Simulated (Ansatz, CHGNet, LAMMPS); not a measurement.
# fcc Au, elastic constant C44

Reference value: 45.4 GPa (measured, 0 K, extrapolated to 0 K; zero-point effects included; as tabulated in Malica and Corso (2021), arXiv:2109.00459).

Problem. What do Lennard-Jones jacobson2022, CHGNet 0.3.0, LDA, PBE, PBEsol, r²SCAN, HSE06 give, and how far is each from the reference?

Solution. 
| level (code) | value (GPa) | cell (Å³/atom) | difference (%) |
|---|---|---|---|
| Lennard-Jones jacobson2022 (LAMMPS) | 233 | 16.84 | +413 |
| CHGNet 0.3.0 | 8.88 | 18.15 | -80 |
| LDA (Ansatz) | 40.9 | 16.58 | -9.9 |
| PBE (Ansatz) | 30.3 | 17.98 | -33 |
| PBEsol (Ansatz) | 39.6 | 17.02 | -12.8 |
| r²SCAN (Ansatz) | 31.7 | 17.55 | -30 |
| HSE06 (Ansatz) | 32.4 | 17.56 | -29 |

Closest of the ranked levels: LDA (-9.9 %). Among them Lennard-Jones jacobson2022 (+413 %) misses by most. Within 20 %: LDA, PBEsol.

The measured value isn't corrected to a static lattice, so vibrations enter the comparison.  Density-functional levels without +SOC have no spin–orbit coupling. HSE06: hybrids on metals are sensitive to the k mesh. Each level is taken at its own relaxed cell. Cutoffs and k meshes differ between the levels. Ansatz's density-functional and Hartree–Fock values are scalar-relativistic unless marked +SOC, with PAW data made under PBE.

Empirical potentials (Lennard-Jones jacobson2022) are fitted to chosen data: where that held the value shown, agreement is built in, and what lay outside the fit can be far off. Machine-learned potentials (CHGNet 0.3.0) are trained on DFT data: a solid inside that data is no test of them.

Differences are worked out from the printed values.

Ansatz is a quantum-chemistry and plane-wave program.
